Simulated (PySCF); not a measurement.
CH₃O, SMILES C=[OH+], charge +1.

Geometry: B3LYP-D3(BJ)/def2-TZVP. The isomer is the one that the SMILES or the coordinates give; other isomers of the formula were not compared.

Computed with PBE0/def2-TZVPD in PySCF.

| Property | Result |
|---|---|
| total energy | -114.70283 hartree |
| point group | Cs |
| highest occupied level | -18.57 eV |
| lowest empty level | -10.05 eV |
| orbital gap | 8.52 eV |
| dipole moment about the centre of nuclear charge | 2.04 D |
| mean static polarisability | 13.7 bohr³ (2.02 Å³) |
| polarisability, principal values | 9.8, 13.3, 17.9 bohr³ |
